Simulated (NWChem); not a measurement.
**NWChem timings: singlet AlH2O+**

The species is AlH2O+ (4 atoms), meant as a singlet with charge +1. SMILES of the parent species: `[O][AlH2]`. Geometry: relaxed at PBE0-D4/def2-TZVP. That shape belongs to the parent species and isn't relaxed for this state.

```xyz
4

O     0.0626   -0.8563    1.4014
Al    0.0113    0.0299   -0.0804
H    -1.1496   -0.3608   -1.0760
H     1.1311    1.1268   -0.2653
```

Program: NWChem 7.3.0. Hardware: 1 thread of Intel Xeon at 2.30GHz, shared host, so times are rough. Two-electron integrals are exact unless an approximation is named.

(1) Estimate their order by wall time, quickest first.
A. energy of quartet neutral AlH2O at UMP2/def2-TZVPP, 6 core orbitals frozen
B. energy at PBE0/def2-TZVPP, grid fine
C. energy at HF/STO-3G
D. energy of quartet neutral AlH2O at UHF/STO-3G
E. energy at B3LYP/6-31G* (spherical functions), grid xfine

Results:

(1) C (1 s), D (2.7 s), E (7.5 s), B (19 s), A (2.5 min).
